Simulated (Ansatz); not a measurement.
# H₂SO (triplet): the correlation ladder at distance O1–H3 along a hydrogen transfer = 0.960 Å, cc-pVTZ

The task here is to estimate one member of a computed series from the others.

The runs use Ansatz 0.2.0, Gaussian basis; cc-pVTZ, core rule «outside noble gas», up to 6 orbitals frozen.

The runs, in order: UHF; CCSD(T) on ROHF; CCSD(T) on UHF; BCCD(T) on ROHF; CCSDT(Q) on ROHF; CCSDT(Q) on UHF; CASSCF and NEVPT2, 4 electrons in 4 orbitals; CASSCF and NEVPT2, 14 electrons in 10 orbitals.

### What is computed

The geometry derives from fragments relaxed apart (PBE0/def2-TZVP) and kept rigid, so it is no stationary point. A hydrogen atom is moved between rigid fragments.

4 atoms, charge 0, spin multiplicity 3.

Atoms are counted from 1 here; the program's logs count them from 0.

Bond lengths: O1–H2 0.960 Å, O1–H3 0.960 Å. Angles: H2–O1–H3 105.1°.

Coordinates:

```
O    -0.84305   -0.23164    0.00000
H    -1.09236    0.69493    0.00000
H     0.11647   -0.23164    0.00000
S     1.81895   -0.23164    0.00000
```

Set-up of the first run:

Contents of in.yaml:

```yaml
crystal:
  periodic: [false, false, false]
  atoms:
    - {symbol: O, position_ang: [-0.843055, -0.231644, 0.000000]}
    - {symbol: H, position_ang: [-1.092364, 0.694932, 0.000000]}
    - {symbol: H, position_ang: [0.116474, -0.231644, 0.000000]}
    - {symbol: S, position_ang: [1.818945, -0.231644, 0.000000]}
basis:
  gaussian: {orbitals: cc-pVTZ}
magnetization: {spin_polarized: true, initial_magnetization: 2}
hamiltonian: {xc: hf}
output: {orbitals: {seedname: orbitals}}
```

Started as:

```
> ansatz run in.yaml --threads 1 --pin off --events-out ev --progress --plain --max-ram 4096MiB --backend cpu
```

Among the steps run: UHF; CCSD(T) on ROHF; CCSD(T) on UHF; BCCD(T) on ROHF; CCSDT(Q) on ROHF; CCSDT(Q) on UHF; CASSCF and NEVPT2, 4 electrons in 4 orbitals; CASSCF and NEVPT2, 14 electrons in 10 orbitals.

One of the session's tables, all rows but one given; the rest of the session is left out.

It belongs to the step «Misses and costs». 

```
        method  from UCCSDT(Q) (meV)
          ROHF              +11965.8
           UHF              +11781.6
          RMP2               +1120.2
          UMP2               +1163.1
         RCCSD                     ?
         UCCSD                +427.9
      RCCSD(T)                 +41.8
      UCCSD(T)                 +41.3
       BCCD(T)                 +40.7
        RCCSDT                 +18.8
        UCCSDT                 +17.2
     RCCSDT(Q)                  +2.6
     UCCSDT(Q)                     0
   CASSCF pair              +11396.1
   NEVPT2 pair               +1163.6
CASSCF valence              +10457.3
NEVPT2 valence               +1951.6
```

**Question.** Estimate the row for RCCSD.

The run gave: from UCCSDT(Q) (meV): +435.1. In the column «from UCCSDT(Q) (meV)» it lies between UCCSD (+427.9) and RMP2 (+1120.2).

Limits of these values: Restricted and unrestricted rows rest on different reference determinants; where their highest levels disagree by more than a few hundredths of an eV, they describe different states and don't form one ladder.
